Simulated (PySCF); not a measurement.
# SiO⁺ at other levels of theory

Aim: see what other levels and later steps give for SiO⁺.

Method: method and basis as typed in the scripts; program: PySCF 2.14.0.

4 further runs of the same task are left out: 4 that didn't finish.

**1. Where the work starts**

SiO⁺: 2 atoms, charge 1, spin multiplicity 2.

Bond lengths: Si1–O2 1.551 Å.

**2. The run that the others are compared with**

input.py

```python
from pyscf import gto, scf
from pyscf.geomopt.geometric_solver import optimize

mol = gto.M(
    atom='Si 0 0 0; O 0 0 1.551',
    basis='cc-pvdz',
    charge=1,
    spin=1,
    verbose=3,
)
mf = scf.ROHF(mol)
mf = mf.newton()
mf.kernel()
mol_eq = optimize(mf, maxsteps=30)
print('optimised geometry (angstrom)')
print(mol_eq.tostring('raw'))
print('orbital energies (hartree):', mf.mo_energy[..., max(0, mol.nelec[1]-3):mol.nelec[0]+3].round(4))
```

Run with:

```
> OMP_NUM_THREADS=1 python input.py
```

**3. EOM-EA**

Variant 1 changes step after the SCF: optimize → eomea; frozen orbitals: none → 6; number of roots: none → 4.

input.py

```python
from pyscf import gto, scf, cc

mol = gto.M(
    atom='Si 0 0 0; O 0 0 1.551',
    basis='cc-pvdz',
    charge=1,
    spin=1,
    verbose=3,
)
mf = scf.ROHF(mol)
mf = mf.newton()
mf.kernel()
mycc = cc.CCSD(mf, frozen=6)
mycc.kernel()
e = mycc.eaccsd(nroots=4)[0]
print('roots (eV) =', (e*27.211386).round(3))
mf.dip_moment()
print('orbital energies (hartree):', mf.mo_energy[..., max(0, mol.nelec[1]-3):mol.nelec[0]+3].round(4))
```

**4. Wb97 (ROKS)**

Variant 2 changes functional: none (Hartree–Fock) → wb97; SCF type: ROHF → ROKS; step after the SCF: optimize → analyze.

input.py

```python
from pyscf import gto, dft

mol = gto.M(
    atom='Si 0 0 0; O 0 0 1.551',
    basis='cc-pvdz',
    charge=1,
    spin=1,
    verbose=3,
)
mf = dft.ROKS(mol, xc='wb97')
mf = mf.newton()
mf.kernel()
mf.analyze()
print('orbital energies (hartree):', mf.mo_energy[..., max(0, mol.nelec[1]-3):mol.nelec[0]+3].round(4))
```

**5. Polarisability (UHF)**

Variant 3 changes step after the SCF: optimize → polarizability; SCF type: ROHF → UHF.

input.py

```python
from pyscf import gto, scf
from pyscf.prop.polarizability import uhf as pol

mol = gto.M(
    atom='Si 0 0 0; O 0 0 1.551',
    basis='cc-pvdz',
    charge=1,
    spin=1,
    verbose=3,
)
mf = scf.UHF(mol)
mf = mf.newton()
mf.kernel()
print('polarizability (a.u.)')
print(pol.Polarizability(mf).polarizability().round(4))
mf.dip_moment()
print('orbital energies (hartree):', [e[max(0, n-3):n+3].round(4) for e, n in zip(mf.mo_energy, mol.nelec)])
```

**6. CISD**

Variant 4 changes step after the SCF: optimize → cisd; frozen orbitals: none → 6.

input.py

```python
from pyscf import gto, scf, ci

mol = gto.M(
    atom='Si 0 0 0; O 0 0 1.551',
    basis='cc-pvdz',
    charge=1,
    spin=1,
    verbose=3,
)
mf = scf.ROHF(mol)
mf = mf.newton()
mf.kernel()
ci.CISD(mf, frozen=6).kernel()
mf.dip_moment()
print('orbital energies (hartree):', mf.mo_energy[..., max(0, mol.nelec[1]-3):mol.nelec[0]+3].round(4))
```

**7. MP2 (UHF)**

Variant 5 changes step after the SCF: optimize → mp2; SCF type: ROHF → UHF; frozen orbitals: none → 6.

input.py

```python
from pyscf import gto, scf, mp

mol = gto.M(
    atom='Si 0 0 0; O 0 0 1.551',
    basis='cc-pvdz',
    charge=1,
    spin=1,
    verbose=3,
)
mf = scf.UHF(mol)
mf = mf.newton()
mf.kernel()
mp.MP2(mf, frozen=6).kernel()
mf.dip_moment()
print('orbital energies (hartree):', [e[max(0, n-3):n+3].round(4) for e, n in zip(mf.mo_energy, mol.nelec)])
```

**8. X3lyp (ROKS)**

Variant 6 changes functional: none (Hartree–Fock) → x3lyp; SCF type: ROHF → ROKS; step after the SCF: optimize → analyze.

input.py

```python
from pyscf import gto, dft

mol = gto.M(
    atom='Si 0 0 0; O 0 0 1.551',
    basis='cc-pvdz',
    charge=1,
    spin=1,
    verbose=3,
)
mf = dft.ROKS(mol, xc='x3lyp')
mf = mf.newton()
mf.kernel()
mf.analyze()
print('orbital energies (hartree):', mf.mo_energy[..., max(0, mol.nelec[1]-3):mol.nelec[0]+3].round(4))
```

Q: Predict the outcome of this session. Wanted: for each run, E(SCF); from base; gap, α spin; after the SCF.

**Answer**, as computed:

```tsv
run	E(SCF) (hartree)	from base (eV)	gap, α spin (eV)	after the SCF
base	-363.402266	0	n/a	bond 1.587 Å, -0.028 eV
EOM-EA	-363.402266	0.0000	n/a	CCSD correlation -7.043 eV, core frozen, first root -11.02 eV
wb97 (ROKS)	-364.260324	not comparable	n/a	n/a
polarisability (UHF)	-363.411590	-0.2537	14.97	mean α 18.4 bohr³
CISD	-363.402266	0.0000	n/a	CISD correlation -6.333 eV, core frozen
MP2 (UHF)	-363.411590	-0.2537	14.97	MP2 correlation -5.968 eV, core frozen
x3lyp (ROKS)	-364.252195	not comparable	n/a	n/a
```

SCF columns refer to the geometry typed in the script.

A lower total energy from another functional means nothing by itself. The dearest run is “wb97 (ROKS)”, at 6.7 s against 2.1 s.
